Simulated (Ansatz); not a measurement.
**[OH···H···O], triplet in cc-pVDZ: errors against UCCSDT(Q)**

Geometry: a point of a hydrogen-transfer path between rigid fragments, not a stationary point.

```xyz
4

O    -1.0788   -0.0275    0.0000
H    -1.3281    0.8991    0.0000
H     0.1622   -0.0275    0.0000
O     1.1522   -0.0275    0.0000
```

Basis cc-pVDZ; Ansatz 0.2.0. Correlated methods freeze the noble-gas cores, which leaves 14 electrons in 36 orbitals. R marks a restricted (for open shells ROHF) determinant, U an unrestricted one. Active spaces: pair = (4e, 4o) about the gap; valence = (14e, 10o) chosen from the atoms' valence shells.

Full CI isn't at hand for all of this; UCCSDT(Q) serves as the reference, and is uncertain by about the last step of the cluster series. The frozen core follows each run's orbitals, which can shift R against U totals by a few meV.

For open shells CISD is restricted-active-space CI with the open shells as a complete middle space.

The UHF ⟨S²⟩ is 2.025. The T1 diagnostic (RCCSD) is 0.0352 and the largest doubles amplitude (RCCSD) is 0.051. The T1 diagnostic (UCCSD) is 0.0236.

| level | E − E(UCCSDT(Q)) (meV) | share of correlation (%) | wall time |
| --- | --- | --- | --- |
| RHF | 9879 | 0.00 | – |
| UHF | 9542 | 3.41 | – |
| RMP2 | 1026 | 89.62 | – |
| UMP2 | 1004 | 89.83 | – |
| CISD | 901 | 90.88 | 5.5 s |
| RCCSD | 202 | 97.95 | – |
| UCCSD | 195 | 98.03 | – |
| RCCSD(T) | 44 | 99.55 | 24 s |
| UCCSD(T) | 42 | 99.58 | 25 s |
| BCCD(T) | 42 | 99.57 | 7 s |
| RCCSDT | 21 | 99.79 | – |
| UCCSDT | 19 | 99.80 | – |
| RCCSDT(Q) | 2 | 99.98 | 55 s |
| CASSCF (pair space) | 9163 | 7.25 | – |
| NEVPT2 (pair space) | 919 | 90.70 | 1.9 s |
| MRCISD (pair space) | 782 | 92.09 | – |
| MRCISD+Q (pair space) | 142 | 98.56 | 2.4 s |
| CASSCF (valence space) | 8249 | 16.50 | – |
| NEVPT2 (valence space) | 1256 | 87.29 | 3.4 s |
| NEVPT4(SD) (valence space) | 116 | 98.82 | 6 s |
| MRCISD (valence space) | 579 | 94.13 | – |
| MRCISD+Q (valence space) | 68 | 99.32 | 7 s |

The correlation energy at UCCSDT(Q), counted from RHF, is -9.879 eV. That run took 49 s on 1 thread of Arm Neoverse V1, shared host.

Times hold each run's SCF and search for its determinant on a shared host, so for small cases they say little of a method's own cost; they ran on 1 thread of Arm Neoverse V1.

Natural occupations of CASSCF (valence space) about the gap: 1.994 1.977 1.970 1.008 1.005 0.028 0.024; effectively unpaired electrons, Σ n²(2−n)², 2.01.
